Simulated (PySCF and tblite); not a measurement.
The numbers below are computed, except where a source is named.
Conformers and averaged properties: C4H9F, numbered as in [CH3:1][CH2:2][CH2:3][CH2:4][F:5]

Conformers came from 90 starts (ETKDG, MMFF94s, GFN2-xTB); geometries are PBE0-D3(BJ)/def2-SVP. Weights use B3LYP-D3(BJ)/def2-SVP (IEF-PCM, chloroform) energies plus GFN2-xTB zero-point and thermal terms (modes under about 100 cm⁻¹ blended into free rotors). Symmetry numbers and mirror images are counted. Conformers within 3 kcal/mol (GFN2-xTB free energy) were kept, 6 at most. GIAO shieldings: wB97X-D/pcSseg-1 (IEF-PCM, chloroform). Shifts are against TMS (¹H), TMS (¹³C), CFCl3 (¹⁹F) at the same level. Codes: tblite and PySCF.

Torsions listed: C1–C2–C3–C4, C2–C3–C4–F5. Of a mirror pair one member is shown.

```json
{"conformer": "1", "shape": "176°, -62°", "symmetry": "C1 (pair)", "E(GFN2, own minimum) kcal/mol": "0.00", "E(DFT) kcal/mol": "0.00", "G(298.15 K) kcal/mol": "0.00", "weight %": "44.1", "dipole D": "1.88"}
{"conformer": "2", "shape": "63°, 56°", "symmetry": "C1 (pair)", "E(GFN2, own minimum) kcal/mol": "0.60", "E(DFT) kcal/mol": "0.35", "G(298.15 K) kcal/mol": "0.44", "weight %": "21.0", "dipole D": "1.86"}
{"conformer": "3", "shape": "-67°, 67°", "symmetry": "C1 (pair)", "E(GFN2, own minimum) kcal/mol": "0.81", "E(DFT) kcal/mol": "0.37", "G(298.15 K) kcal/mol": "0.55", "weight %": "17.4", "dipole D": "1.96"}
{"conformer": "4", "shape": "180°, 180°", "symmetry": "Cs", "E(GFN2, own minimum) kcal/mol": "0.03", "E(DFT) kcal/mol": "0.54", "G(298.15 K) kcal/mol": "0.84", "weight %": "10.7", "dipole D": "2.03"}
{"conformer": "5", "shape": "65°, 176°", "symmetry": "C1 (pair)", "E(GFN2, own minimum) kcal/mol": "0.37", "E(DFT) kcal/mol": "1.08", "G(298.15 K) kcal/mol": "1.11", "weight %": "6.8", "dipole D": "2.06"}
```

Weights (%) against temperature:

```
 T (K)     1     2     3     4    5  S(mix) cal/mol/K
   250  48.0  20.4  16.6   9.7  5.2              3.94
273.15  46.0  20.8  17.1  10.2  6.0              3.99
298.15  44.1  21.0  17.4  10.7  6.8              4.04
323.15  42.5  21.1  17.7  11.1  7.6              4.08
373.15  40.0  21.3  18.1  11.7  9.0              4.14
```

Averaged shifts at 298.15 K. ¹H: 4.54 (H4, 2H), 1.45 (H3, 2H), 1.32 (H2, 2H), 1.01 (H1, 3H) ppm. ¹³C: 85.4 (C4), 34.8 (C3), 21.5 (C2), 15.7 (C1) ppm. ¹⁹F: -239.9 (F5) ppm.

Coordinates of conformer 1 (Å):

```xyz
14

C    -1.974    0.043   -0.116
C    -0.544    0.477    0.159
C     0.480   -0.615   -0.115
C     1.907   -0.162    0.075
F     2.207    0.857   -0.801
H    -2.258   -0.824    0.502
H    -2.107   -0.249   -1.170
H    -2.691    0.851    0.097
H    -0.448    0.809    1.208
H    -0.291    1.354   -0.459
H     0.303   -1.483    0.544
H     0.365   -0.985   -1.149
H     2.069    0.213    1.102
H     2.614   -0.991   -0.103
```

Coordinates of conformer 2 (Å):

```xyz
14

C     1.576   -0.365   -0.055
C     0.556    0.513    0.654
C    -0.734    0.742   -0.127
C    -1.534   -0.514   -0.386
F    -1.814   -1.158    0.798
H     1.191   -1.382   -0.231
H     2.494   -0.469    0.542
H     1.862    0.057   -1.033
H     1.007    1.494    0.877
H     0.298    0.067    1.629
H    -1.371    1.459    0.419
H    -0.512    1.206   -1.105
H    -2.490   -0.274   -0.884
H    -0.982   -1.217   -1.034
```

Unscaled ¹⁹F shifts at such levels can be off by tens of ppm; differences between conformers or isomers are more reliable. Shifts are unscaled: against experiment ¹³C can be off by 15 ppm or more and ¹H by 0.8 ppm.

Search and properties took 70 s on 1 thread of Arm Neoverse V2, shared host (rough), launched as `OMP_NUM_THREADS=1 python ens_run.py task.json out`.
